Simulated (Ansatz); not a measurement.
The first iterations of a band of H3OSSi (6 atoms, charge 0, multiplicity 2).

The calculation used Ansatz, UKS BLYP-D4/STO-3G.

```json
{
  "movable images": "1",
  "climbing image": "no",
  "spring": "5.0 eV/Å²",
  "optimiser": "quadratic models (default)",
  "start path": "IDPP",
  "force threshold": "0.03 eV/Å",
  "iteration limit": "60",
  "end points": "relaxed"
}
```

Image 0:

```xyz
6
Properties=species:S:1:pos:R:3
O 0.366 -2.121 1.243
S 1.311 -0.961 0.469
Si -0.178 0.514 -0.294
H -1.107 -0.106 -1.230
H 0.553 1.569 -0.984
H -0.945 1.105 0.795
```

Image 2:

```xyz
6
Properties=species:S:1:pos:R:3
O 1.386 -1.316 1.589
S 0.499 -1.605 0.186
Si -0.327 0.397 -0.343
H -1.040 0.265 -1.606
H 0.736 1.382 -0.499
H -1.254 0.877 0.674
```

| iteration | highest image above the first end (eV) | largest band force component (eV/Å) |
| --- | --- | --- |
| 1 | 0.185 | 1.166 |
| 2 | 0.082 | 0.748 |

Q: Does the band converge within its limit, and where does its top end?

A: The run converged. It ended after 7 iterations with the highest image 0.006 eV above the first end. The top lies less than 8 meV above the higher end, about what the thresholds resolve: that end is a shoulder or a very shallow well. No image climbed, so the highest image needn't sit at the top of the path. So few images can step over the top or miss a turn of the path. Limits of this set-up: minimal basis.

Time of the run: 12 s on 1 thread of Arm Neoverse V1, on a shared host, peak memory 0.1 GiB.
